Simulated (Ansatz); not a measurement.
H2S, singlet: CASSCF and its corrections

Calculated in Ansatz's Gaussian-basis code. Basis cc-pVDZ, nonrelativistic, 5 orbitals frozen in the corrections. State-specific CASSCF; RHF is the lowest restricted (open-shell) Hartree–Fock solution met. Solutions may break the symmetry of the shape. No proof that the lowest CASSCF solution was found.

Geometry:

```xyz
3

S     0.0000    0.0000   -0.1123
H     0.0000    1.0492    0.8987
H     0.0000   -1.0492    0.8987
```

Q: What do CASSCF and its corrections give against RHF in CAS(8,6), and what are the occupations?

A: CASSCF -1.128 eV, SC-NEVPT2 -3.962 eV; occupations 2.00, 2.00, 1.97, 1.96, 0.04, 0.03.
